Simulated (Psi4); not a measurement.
**MP3/def2-SVP run of C2F3N (trifluoromethylisocyanide)**

Aim: the vertical ionisation energy of C2F3N (trifluoromethylisocyanide) at MP3/def2-SVP, from 2 runs. 

The results are computed with Psi4 1.11.

## (1) The structure to begin with

The species is C2F3N (6 atoms), meant as a singlet with charge 0. SMILES: `[C-]#[N+]C(F)(F)F`. The coordinates come from a PBE0-D4/def2-TZVP relaxation.

Bond lengths: C1–N2 1.169 Å, N2–C3 1.402 Å, C3–F4 1.323 Å, C3–F5 1.323 Å, C3–F6 1.323 Å. Angles: C1–N2–C3 180.0°, N2–C3–F4 110.1°, N2–C3–F5 110.1°, N2–C3–F6 110.1°, F4–C3–F5 108.8°, F4–C3–F6 108.8°, F5–C3–F6 108.8°.

## (2) A single-point energy at MP3/def2-SVP

calc.dat reads:

```
memory 2.2 GB

molecule {
  0 1
  C      0.847870    -1.738560     0.906050
  N      0.383970    -0.786810     0.410270
  C     -0.172600     0.353950    -0.184440
  F     -1.291150     0.037040    -0.816420
  F      0.677790     0.873500    -1.054990
  F     -0.445880     1.260880     0.739530
  units angstrom
  symmetry c1
  no_reorient
  no_com
}

set {
  basis           def2-SVP
  reference       rhf
  puream          true
  e_convergence   1e-09
  d_convergence   1e-08
  scf_type        pk
  num_frozen_docc 6
  mp_type         conv
}

result, w = energy('mp3', return_wfn=True)
```

On the command line:

```bash
$ psi4 -n 1 calc.dat calc.out
```

calc.out, shortened:

```text
[...]
  Running in c1 symmetry.
[...]
  Nuclear repulsion =  237.787180612646182
[...]
  Multiplicity = 1
[...]
  Nalpha       = 23
  Nbeta        = 23
[...]
    Number of basis functions: 84
[...]
   @RHF iter   1:  -427.99783803644664   -7.12021e-01   6.74185e-03 ADIIS/DIIS
[...]
   @RHF iter  11:  -428.12551121475946   -3.86535e-12   3.52114e-09 DIIS
[...]
    Orbital Energies [Eh]
    ---------------------
    Doubly Occupied:
       1A    -26.372605     2A    -26.372589     3A    -26.372583
       4A    -15.646636     5A    -11.606635     6A    -11.350798
       7A     -1.765632     8A     -1.658816     9A     -1.658812
      10A     -1.321054    11A     -1.063458    12A     -0.932808
      13A     -0.880335    14A     -0.880333    15A     -0.754948
      16A     -0.754939    17A     -0.716258    18A     -0.707355
      19A     -0.707353    20A     -0.688242    21A     -0.564744
      22A     -0.564739    23A     -0.522091
[...]
  @RHF Final Energy:  -428.12551121475946
   => Energetics <=
    Nuclear Repulsion Energy =            237.7871806126461820
    One-Electron Energy =               -1064.0978604521801572
    Two-Electron Energy =                 398.1851686247745761
    Total Energy =                       -428.1255112147594559
[...]
 Multipole Moments:
 ------------------------------------------------------------------------------------
     Multipole            Electronic (a.u.)      Nuclear  (a.u.)        Total (a.u.)
 ------------------------------------------------------------------------------------
 L = 1.  Multiply by 2.5417464519 to convert [e a0] to [Debye]
 Dipole X            :          5.2024718           -5.2794224           -0.0769505
 Dipole Y            :        -10.6653873           10.8233119            0.1579246
 Dipole Z            :          5.5593188           -5.6415317           -0.0822129
 Magnitude           :                                                    0.1939601
[...]
	SCS-MP2 Total Energy (a.u.)        :  -429.02329926063999
	SOS-MP2 Total Energy (a.u.)        :  -429.00528995382376
[...]
	SOS-PI-MP2 Total Energy (a.u.)     :  -429.07296524144414
[...]
	MP2 Total Energy (a.u.)            :  -429.05931787427255
[...]
	SCS-MP3 Total Energy (a.u.)        :  -429.02410674939068
[...]
	MP3 Total Energy (a.u.)            :  -429.06254782927533
[...]
```

Wall time 7.8 s (1 thread of Intel Xeon Platinum 8375C at 2.90GHz (Ice Lake), shared host); peak memory 0.48 GiB.

## (3) The doublet cation, same level

input.in reads:

```
memory 2200 mb

molecule system {
  1 2
  C      0.847870    -1.738560     0.906050
  N      0.383970    -0.786810     0.410270
  C     -0.172600     0.353950    -0.184440
  F     -1.291150     0.037040    -0.816420
  F      0.677790     0.873500    -1.054990
  F     -0.445880     1.260880     0.739530
  units angstrom
  symmetry c1
  no_reorient
  no_com
}

set globals {
  basis           def2-SVP
  reference       uhf
  puream          true
  e_convergence   1e-09
  d_convergence   1e-08
  scf_type        pk
  num_frozen_docc 6
  maxiter         100
  mp_type         conv
}

e_tot, wfn = energy("mp3", return_wfn=True)
print_variables()
```

On the command line:

```bash
$ psi4 -i input.in -o input.out -n 1
```

input.out, shortened:

```text
[...]
  Running in c1 symmetry.
[...]
  Nuclear repulsion =  237.787180612646182
[...]
  Multiplicity = 2
[...]
  Nalpha       = 23
  Nbeta        = 22
[...]
    Number of basis functions: 84
[...]
   @UHF iter   1:  -427.49606561417141   -2.10248e-01   7.52346e-03 DIIS/ADIIS
[...]
   @UHF iter  18:  -427.70031690679036   -4.49063e-12   1.96180e-09 DIIS
[...]
   @S^2 Observed:                1.132184651E+00
[...]
  @UHF Final Energy:  -427.70031690679036
   => Energetics <=
    Nuclear Repulsion Energy =            237.7871806126461820
    One-Electron Energy =               -1052.7673707012436353
    Two-Electron Energy =                 387.2798731818071474
    Total Energy =                       -427.7003169067903627
  UHF NO Occupations:
  HONO-2 :   21  A 1.9011129
  HONO-1 :   22  A 1.9011059
[...]
 Multipole Moments:
 ------------------------------------------------------------------------------------
     Multipole            Electronic (a.u.)      Nuclear  (a.u.)        Total (a.u.)
 ------------------------------------------------------------------------------------
 L = 1.  Multiply by 2.5417464519 to convert [e a0] to [Debye]
 Dipole X            :          6.4889946           -5.2794224            1.2095722
 Dipole Y            :        -13.3032644           10.8233119           -2.4799525
 Dipole Z            :          6.9341063           -5.6415317            1.2925746
 Magnitude           :                                                    3.0469622
[...]
	SCS-MP2 Total Energy (a.u.)        :  -428.55070665311524
	SOS-MP2 Total Energy (a.u.)        :  -428.52981376645687
[...]
	SOS-PI-MP2 Total Energy (a.u.)     :  -428.59362121720045
[...]
	MP2 Total Energy (a.u.)            :  -428.59249242643187
[...]
	SCS-MP3 Total Energy (a.u.)        :  -428.55167210854250
[...]
	MP3 Total Energy (a.u.)            :  -428.59635424814098
[...]
```

It took 12 s on 1 thread of Intel Xeon Platinum 8375C at 2.90GHz (Ice Lake), shared host; peak memory 0.5 GiB.

## (4) Summary of results

Level: MP3/def2-SVP, 6 core orbitals frozen.

```
                                                                  quantity          value
                                               singlet C2F3N: total energy  -429.06255 Eh
                        singlet C2F3N: HOMO energy (Hartree–Fock orbitals)      -14.21 eV
                        singlet C2F3N: LUMO energy (Hartree–Fock orbitals)        3.64 eV
                      singlet C2F3N: HOMO–LUMO gap (Hartree–Fock orbitals)       17.85 eV
                singlet C2F3N: correlation energy (6 core orbitals frozen)     -937.0 mEh
                                              doublet cation: total energy  -428.59635 Eh
doublet cation: HOMO energy (Hartree–Fock orbitals) (highest over α and β)      -23.90 eV
 doublet cation: LUMO energy (Hartree–Fock orbitals) (lowest over α and β)       -8.93 eV
               doublet cation: correlation energy (6 core orbitals frozen)     -896.0 mEh
                         doublet cation: ⟨S²⟩ of the reference determinant          1.132
                        vertical ionisation energy (to the doublet cation)      12.686 eV
```

**Reading.** Removing an electron at fixed nuclei costs 12.69 eV (1224 kJ/mol). ⟨S²⟩ (doublet cation) is 1.13 where a pure doublet has 0.75: the reference is spin-contaminated.
